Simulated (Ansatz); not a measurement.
Results of HSE06 in Ansatz (plane waves, PAW) for body-centred tetragonal In.

Numerical settings: plane-wave cutoff 500 eV, 12×12×12 k mesh, Fermi–Dirac smearing 0.1 eV, scalar-relativistic PAW data made under PBE.

Computed at the level's own relaxed cell.

### Question
Estimate the volume per atom, lattice parameter a and lattice parameter c that the calculation returns.

### Answer

- volume per atom = 26.77 Å³/atom
- lattice parameter a = 3.265 Å
- lattice parameter c = 5.024 Å

Measured, for comparison: lattice constant a 3.252 Å, lattice parameter c 4.947 Å (293 K, no zero-point or thermal correction; as tabulated in Wikipedia's data pages). Computed (rounded) less measured: lattice constant a +0.4 %, lattice parameter c +1.6 %.

Note: exact exchange on metals is sensitive to the k mesh and can open a false gap; the run warned that the count of filled bands differs between k points.

Spin–orbit coupling is not included.

Ansatz is a program for electronic structure.
